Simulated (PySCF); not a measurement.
**AlH + Cl₂ → AlCl + HCl**

Level: PBE0 in the def2-TZVP basis family, all electrons, no relativity, computed in PySCF with density fitting; open shells unrestricted.

| species | state and structure | ZPE (kJ/mol) | H(298 K) − H(0) (kJ/mol) | S° (J/(mol K)) |
| --- | --- | --- | --- | --- |
| AlH | singlet, C∞v, Al–H 1.665 Å | 9.9 | 8.7 | 187.8 |
| Cl₂ | singlet, D∞h, Cl–Cl 1.982 Å | 3.5 | 9.1 | 222.5 |
| AlCl | singlet, C∞v, Al–Cl 2.146 Å | 2.8 | 9.3 | 227.9 |
| HCl | singlet, C∞v, H–Cl 1.279 Å | 17.9 | 8.7 | 186.6 |

Problem. Is the gas-phase reaction uphill or downhill in electronic energy at this level, and by how much?

Solution. At PBE0/def2-TZVP, ΔE = -396.8 kJ/mol, downhill. 

Problem. Add zero-point, thermal and entropy terms for 298.15 K and 1 bar.

Solution. ΔZPE = 7.3 and Δ[H(298) − H(0)] = 0.2 kJ/mol give ΔH° = -389.3 kJ/mol. ΔS° = 4.2 J/(mol K), so ΔG° = -389.3 − 298.15 × (0.0042) = -391 kJ/mol.

Only the bonding shown was studied: isomers, or loss of a ligand pair, can lie lower.
